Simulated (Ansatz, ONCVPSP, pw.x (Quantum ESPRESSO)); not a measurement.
**boron (B): does the ONCV potential hold in the solid?**

boron (B), optimised norm-conserving Vanderbilt (ONCV), made with ONCVPSP 4.0.1.1 (patched build) (PBEsol, scalar-relativistic). Core [He], reference 2s2 2p1. Waves: 2s: rc 1.30 bohr, ncon 4, nbas 8, qcut 5.2 1/bohr, 1 projector; 2p: rc 2.80 bohr, ncon 3, nbas 6, qcut 5.2 1/bohr, 2 projectors, debl 0.9 Ha; d scattering state at 0.35 Ha: rc 2.76 bohr, ncon 4, nbas 9, qcut 3.1 1/bohr, 2 projectors, debl 3.6 Ha. Local part: polynomial inside 0.94 bohr (lpopt 5, dvloc0 0 Ha). Core correction: Teter function, fcfact 3.25, rcfact 1.3.

Atomic tests: cutoffs needed: 12 Ha and 26 Ha (the cutoffs (Ha) at which the residual kinetic energy of the hardest occupied pseudo-wave falls to 1 and 0.1 mHa per electron) The cutoffs count occupied waves only; projector 2 of the d channel, the hardest unoccupied one, needs 45 Ha at the loose tolerance.; ghost test: no bound ghost flagged; no localised positive-energy state flagged; largest excitation error: +191 meV (all-electron minus pseudo) for 2s1 2p0, out of 4 test configurations.

Crystal test: sc B in pw.x 7.5, no spin, 17³ k-points, Fermi–Dirac smearing 0.01 Ry, cutoffs 65/260 Ry. The reference is all-electron LAPW (Ansatz 0.2.0) with the same functional, mesh and smearing; V0 and B0 come from Birch–Murnaghan fits to the pressures at five volumes. Errors are pseudo minus all-electron; Δ is the rms difference of the E(V) curves that follow from these fits, minima aligned, over ±6 % about the mean V0. Mesh and smearing are coarse, so the numbers serve the comparison and aren't converged zero-temperature values; the lattice is a test structure that the element need not adopt.

| V (Å³/atom) | P all-electron (GPa) | P pseudo (GPa) |
| --- | --- | --- |
| 6.318 | 12.42 | -14.77 |
| 6.485 | 5.34 | -19.02 |
| 6.651 | -0.97 | -22.82 |
| 6.817 | -6.59 | -26.22 |
| 6.984 | -11.59 | -29.26 |

All-electron: a0 = 1.878 Å (V0 = 6.62 Å³/atom), B0 = 241.4 GPa.

Pseudopotential: mean pressure error (GPa): -22.14. The pressure does not cross zero within the volumes sampled, so no fit is given. The largest radius (2.80 bohr) exceeds half the bond length (1.78 bohr), so the spheres overlap, which is one possible source of error among others. This is a poor potential for the solid.

Question: At the middle volume, how do free energy and pressure move when the wave cutoff is lowered (ecutrho kept at four times it)?

Answer:

| cutoff (Ry) | shift of F (meV/atom) | shift of P (GPa) |
| --- | --- | --- |
| 29 | +7.4 | -0.67 |
| 39 | +3.7 | +0.05 |
| 52 | +1.4 | -0.14 |

Input at the middle volume:

```
&control
  calculation='scf', prefix='x', pseudo_dir='./', outdir='./tmp', tstress=.true., disk_io='none'
/
&system
  ibrav=0, nat=1, ntyp=1, ecutwfc=65, ecutrho=260, nbnd=8,
  occupations='smearing', smearing='fd', degauss=0.01
/
&electrons
  conv_thr=1e-09, mixing_beta=0.4, electron_maxstep=70
/
ATOMIC_SPECIES
B 1.0 B.UPF
CELL_PARAMETERS angstrom
  1.88059661 0.00000000 0.00000000
  0.00000000 1.88059661 0.00000000
  0.00000000 0.00000000 1.88059661
ATOMIC_POSITIONS crystal
B 0.0000 0.0000 0.0000
K_POINTS automatic
17 17 17 0 0 0
```

```bash
pw.x < B.scf.in > B.scf.out
```

Lines of the output:

```
Message from routine setup:
     using ibrav=0 with symmetry is DISCOURAGED, use correct ibrav instead
     lattice parameter (alat)  =       3.5538  a.u.
     unit-cell volume          =      44.8832 (a.u.)^3
     number of electrons       =         3.00
     number of Kohn-Sham states=            8
     kinetic-energy cutoff     =      65.0000  Ry
     charge density cutoff     =     260.0000  Ry
     scf convergence threshold =      1.0E-09
     Exchange-correlation= PBESOL
     number of k points=   165  Fermi-Dirac smearing, width (Ry)=  0.0100
     iteration #  1     ecut=    65.00 Ry     beta= 0.40
     total energy              =      -5.74388548 Ry
     estimated scf accuracy    <       0.00272845 Ry
     iteration #  2     ecut=    65.00 Ry     beta= 0.40
     total energy              =      -5.74389498 Ry
     estimated scf accuracy    <       0.00096965 Ry
     iteration #  3     ecut=    65.00 Ry     beta= 0.40
     total energy              =      -5.74389682 Ry
     estimated scf accuracy    <       0.00000033 Ry
     iteration #  4     ecut=    65.00 Ry     beta= 0.40
     total energy              =      -5.74389683 Ry
     estimated scf accuracy    <       0.00000003 Ry
     iteration #  5     ecut=    65.00 Ry     beta= 0.40
     the Fermi energy is    10.3292 ev
!    total energy              =      -5.74389683 Ry
     estimated scf accuracy    <          5.7E-11 Ry
     smearing contrib. (-TS)   =      -0.00137572 Ry
     The total energy is F=E-TS. E is the sum of the following terms:
     one-electron contribution =       3.70683894 Ry
     hartree contribution      =       0.06089939 Ry
     xc contribution           =      -2.32482774 Ry
     ewald contribution        =      -7.18543170 Ry
     convergence has been achieved in   5 iterations
          total   stress  (Ry/bohr**3)                   (kbar)     P=     -228.22
     Message from routine punch:
     Nothing written, as per user request (disk_io='none')
```

The run at the middle volume (165 k-points, 5 iterations) took about 3 s on one core of a shared host (Neoverse-V1, 64 threads, 495 GiB, load 15).
